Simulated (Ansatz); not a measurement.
Ansatz input (lattice in Å, positions in fractions of it; a bare `kind: paw` takes the build's default datasets)
```yaml
crystal:
  lattice:
    - [5.178809119342, 0.0, 0.0]
    - [0.0, 5.178809119342, 0.0]
    - [0.0, 0.0, 5.178809119342]
  atoms:
    - { symbol: Mg, position: [0, 0, 0] }
    - { symbol: Mg, position: [0.5, 0.5, 0] }
    - { symbol: Mg, position: [0.5, 0, 0.5] }
    - { symbol: Mg, position: [0, 0.5, 0.5] }
    - { symbol: O, position: [0.5, 0, 0] }
    - { symbol: O, position: [0, 0.5, 0] }
    - { symbol: O, position: [0, 0, 0.5] }
    - { symbol: O, position: [0.5, 0.5, 0.5] }
    - { symbol: O, position: [0.75, 0.75, 0.25] }
    - { symbol: O, position: [0.75, 0.25, 0.75] }
    - { symbol: O, position: [0.25, 0.75, 0.75] }
    - { symbol: O, position: [0.75, 0.25, 0.25] }
    - { symbol: O, position: [0.25, 0.75, 0.25] }
    - { symbol: O, position: [0.25, 0.25, 0.75] }
kpoints:
  mp_grid: { grid: [11, 11, 11] }
hamiltonian:
  xc: pbe
  pseudopotentials: { kind: paw }
scf:
  occupations: { method: fermi_dirac, width: 0.061225619053 }
output:
  forces: true
  stress: true
```

These are results of Ansatz 0.2.0 development build, PBE, plane waves, PAW datasets (generated soft set 1), not measurements.

(1) Does this run converge?

## Answers

(1) Yes, in 11 iterations.

This cubic structure is a model: it isn't the usual form of the substance at ambient conditions, and such phases are metastable or hypothetical. Spin polarisation is left out, and a magnetic state may lie lower.
